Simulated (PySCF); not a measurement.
J couplings in pyrrole

Bonds (- single, = double, # triple, : aromatic): C1:C2 1.409 Å, C2:C3 1.367 Å, C3:N4 1.359 Å, N4:C5 1.359 Å, C5:C1 1.367 Å. C1 carries H6; C2 carries H7; C3 carries H8; N4 carries H9; C5 carries H10.

Indirect spin–spin couplings were computed at B3LYP/pcJ-1 (spin–dipole term only in couplings to heteroatoms) (PySCF) on a GFN2-xTB structure, for the isolated molecule, without vibrational or relativistic corrections. Couplings are averaged over pairs made equivalent by symmetry, fast rotation or ring inversion, so a value needn't be that of the named pair in this geometry, while other rotamers aren't included; one pair stands for each set, and the list holds those of at least 1.5 Hz over up to four bonds.

Isotopes: ¹³C, ¹H, ¹⁵N.

```csv
pair,bonds,J (Hz)
"C1, C2",1,57.1
"C1, C5",1,?
"C1, H6",1,176.4
"C3, N4",1,-16.2
"C3, H8",1,187.4
"N4, H9",1,?
"C1, C3",2,3.0
"C1, N4",2,-5.1
"C1, H7",2,?
"C1, H10",2,?
"C3, C5",2,6.8
"C3, H7",2,9.6
"C3, H9",2,4.9
"N4, H8",2,?
"C1, H8",3,7.8
"C1, H9",3,7.7
"C3, H6",3,?
"C3, H10",3,?
"N4, H6",3,?
"H6, H7",3,4.4
"H6, H10",3,3.5
"H8, H9",3,3.2
"H6, H9",4,2.3
"H8, H10",4,2.0
```

Q: Estimate the withheld couplings, with signs.

A: 
- ¹J(C1,C5) = 74.6 Hz (bond length 1.367 Å)
- ¹J(N4,H9) = -100.1 Hz (bond length 1.006 Å)
- ²J(C1,H7) = 4.1 Hz (angle at C2 126°)
- ²J(C1,H10) = 7.3 Hz (angle at C5 130°)
- ²J(N4,H8) = -4.8 Hz (angle at C3 121°)
- ³J(C3,H6) = 8.0 Hz (dihedral angle 180°)
- ³J(C3,H10) = 6.7 Hz (dihedral angle 180°)
- ³J(N4,H6) = -5.9 Hz (dihedral angle 180°)
